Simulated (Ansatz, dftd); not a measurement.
Reaction: H5SiPO (hydroxysilylphosphane, SMILES O[SiH2]P) → SiPH4 (SMILES [SiH2]P, doublet) + HO (SMILES [OH], doublet) (the O-Si bond breaks)
Each species at its own B3LYP-D3(BJ)/def2-TZVP minimum (Ansatz, an electronic-structure program), one conformer.

Wanted: bond dissociation energy (electronic), in kJ/mol. UHF or UKS for unpaired electrons; spin-orbit terms are left out. Correlated methods leave the cores frozen. Rows without X2C or -DK are non-relativistic. CBS(X,Y): correlation extrapolated as X^-3, Hartree-Fock from the larger set. A bracket is a step between two methods taken in the basis named. Functionals run without relativity, which enters their misses. Double hybrids freeze cores in their MP2 part. '+ core + X2C': CCSD(T) terms for core correlation (cc-pwCVTZ, 1s frozen past Ne) and scalar relativity (cc-pVTZ-DK).

Compared with CCSD(T)/CBS(cc-pV(T+d)Z,cc-pV(Q+d)Z) + [CCSDT(Q) - CCSD(T)]/cc-pV(D+d)Z + core + X2C (Ansatz): 530.5 kJ/mol.

Costs are rough ratios of core time, to one figure, on one kind of shared machine, summed over the single points of the molecules; atoms, geometries and frequencies are left out. The first row took roughly 20 core seconds; short runs hold start-up time.

| level | program | cost relative to the first row | difference (kJ/mol) |
|---|---|---|---|
| r2SCANh-D4/def2-TZVPD | Ansatz + dftd4 | 1 | -35.7 |
| B2PLYP-D3(BJ)/def2-TZVPD | Ansatz + dftd3 | 1 | -17.0 |
| B2GP-PLYP-D3(BJ)/def2-TZVPD | Ansatz + dftd3 | 1 | -13.3 |
| B2GP-PLYP-D4/def2-TZVPD | Ansatz + dftd4 | 1 | -13.5 |
| wB97X-V/def2-TZVPD | Ansatz | 2 | -10.8 |
| CCSD(T)/cc-pV(T+d)Z | Ansatz | 5 | -16.8 |

The dearest row costs roughly 5 times the first. Costs within a factor of two don't rank. The table holds for this case alone.
